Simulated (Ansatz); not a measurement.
## Br, solid Br2 (Cmce): geometry optimisation

The calculation used Ansatz, DFT, BLYP, plane waves (420 eV) with PAW, scalar-relativistic. The PAW files were generated under PBE, with cores re-solved for the functional.

k-point mesh 5×5×2, Fermi-Dirac smearing 0.05 eV, no spin polarisation. Cell and atoms relax.

Starting structure:

```yaml
crystal:
  lattice:
    - [3.2836, -2.2339, 0.0]
    - [3.2836, 2.2339, 0.0]
    - [0.0, 0.0, 8.6938]
  atoms:
    - { symbol: Br, position: [0.861, 0.139, 0.1114] }
    - { symbol: Br, position: [0.639, 0.361, 0.6114] }
    - { symbol: Br, position: [0.139, 0.861, 0.8886] }
    - { symbol: Br, position: [0.361, 0.639, 0.3886] }
hamiltonian:
  xc: blyp
  pseudopotentials:
    kind: paw
    azcp:
      Br: "pseudopotentials/Br.paw.azcp"
basis:
  ecutwfc: 420
  fft_grid_basis: typed
kpoints:
  mp_grid: { grid: [5, 5, 2], shift: [0, 0, 0] }
magnetization:
  spin_polarized: false
scf:
  occupations: { method: fermi_dirac, width: 0.05 }
relax:
  max_steps: 60
  f_tol: 0.01
  cell: {}
```

What cell does the relaxation end in?

Cmce with a = 12.011 Å, b = 4.544 Å, c = 8.890 Å; 60.65 Å³ per atom against 31.89 at the start (90.2 %).

How much energy does the relaxation gain?

126.8 meV per atom.

This functional, with no dispersion term, lets the cell expand far past the measured one.
